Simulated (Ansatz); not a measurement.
C4H7N (`C#CC(C)N`). The species carries charge 0 and has multiplicity 1.

Cartesian coordinates in Å:
```
C -0.2974 -0.0852 -2.3585
C 0.0358 -0.1418 -1.2054
C 0.4077 -0.2351 0.2107
C 0.2556 1.1121 0.9033
N -0.3421 -1.2503 0.9437
H -0.5896 -0.0346 -3.3806
H 1.4640 -0.5246 0.2559
H 0.5760 1.0236 1.9422
H -0.7892 1.4323 0.8852
H 0.8510 1.8769 0.4035
H -0.2412 -2.1497 0.4880
H -1.3305 -1.0237 0.9120
```

(1) Give the diagnostics of a CCSD(T)/def2-TZVPP run (frozen core, the Gaussian-basis code of Ansatz). (Best estimate.)

## Answers

(1) The calculation gave: T1 = 0.0106, largest single amplitude 0.011, largest double 0.038, (T) share of the correlation energy 4.3 %, 9 CCSD cycles. The RHF solution is stable towards an unrestricted one. T1 lies under the customary mark of 0.02 for closed shells.
